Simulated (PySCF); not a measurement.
NMR data sheet: C₃H₃F₃

* Formula: C3H3F3
* SMILES: F/C=C(/F)CF
* InChI: InChI=1S/C3H3F3/c4-1-3(6)2-5/h1H,2H2/b3-1+
* Point group of the computed structure: C1
* Degrees of unsaturation: 1
* Carbon signals: 3
* Proton signals: 2

Atom-mapped SMILES (the numbers label the heavy atoms): `[F:1]/[CH:2]=[C:3](/[F:4])[CH2:5][F:6]`; H(Xn) means a hydrogen on atom n.

[PySCF 2.14: coordinates at the PBE0-D3(BJ)/def2-SVP level; GIAO PBE/pcSseg-2 shieldings; spin–spin couplings from B3LYP/pcJ-1; equivalent nuclei averaged; a single conformation; non-relativistic; gas phase]

Shifts are taken against calculated references (same method and geometry level): 1H and 13C vs TMS; CFCl3 for 19F.

| carbon | δC, type | δH (multiplicity, J in Hz) | HMBC from (abs. J ≥ 3 Hz) | span of the C tensor (ppm) |
| --- | --- | --- | --- | --- |
| C2 | 153.1, CH | 7.29 (ddd, 83.9, 5.7, 1.8) | – | 119 |
| C3 | 165.3, C | – | H(C2) | 136 |
| C5 | 78.7, CH2 | 5.14 (ddd, 55.0, 24.8, 7.3) | H(C2) | 88 |

Other nuclei:
| atoms | nucleus | environment | δ (ppm) | σ (ppm) |
| --- | --- | --- | --- | --- |
| F4 | 19F | vinylic fluorine | -182.1 | 325.0 |
| F1 | 19F | vinylic fluorine | -185.8 | 328.8 |
| F6 | 19F | fluorine on an sp3 carbon | -263.8 | 406.7 |

Selected couplings (Hz, signed; the shortest-range and largest first, 30 at most; isotopes 19F, 13C, 1H): 1J(F1,C2) -332.0, 1J(C3,F4) -321.7, 1J(C5,F6) -243.0, 1J(C2,H(C2)) 209.3, 1J(C5,H(C5)) 156.4, 1J(C2,C3) 121.7, 1J(C3,C5) 61.9, 2J(F1,H(C2)) 83.9, 2J(C2,F4) 60.2, 2J(F6,H(C5)) 55.0, 2J(F1,C3) 30.3, 2J(F4,C5) 24.1, 2J(C3,F6) 12.7, 2J(C2,C5) 6.8, 3J(F1,F4) -166.6, 3J(F4,F6) -34.5, 3J(F4,H(C5)) 24.8, 3J(C2,F6) 8.7, 3J(F4,H(C2)) 1.8, 3J(F1,C5) 1.4, 4J(F1,F6) 8.5, 4J(F1,H(C5)) 7.3, 4J(F6,H(C2)) -5.7.

Carbon types of the structure: 1 × C, 1 × CH, 1 × CH2, which accounts for all hydrogens. δC 165.3: fully substituted alkene carbon. δC 153.1: alkene CH; the olefinic region. δC 78.7: allylic sp3 CH2 bonded to F; pulled downfield by the heteroatom. δH 7.29: hydrogen on an alkene CH; olefinic region. δH 5.14: hydrogen on an allylic sp3 CH2 bonded to F; its carbon carries F, hence the downfield position.

Common functionals overestimate the size of one-bond C–F couplings by tens of Hz; these are unscaled. Multiplet labels drop couplings under 1 Hz and merge nearly equal ones. Shifts are as computed, not scaled to solution data. Of 1211 compounds with measured shifts, 218 miss one by over three times the rms of a fit or turn the order of signals round; such compounds aren't used in these exercises. Unscaled 19F shifts against computed CFCl3 carry errors that often reach 10 to 50 ppm. Only one conformer was computed, so three-bond couplings in flexible chains and rings are approximate.
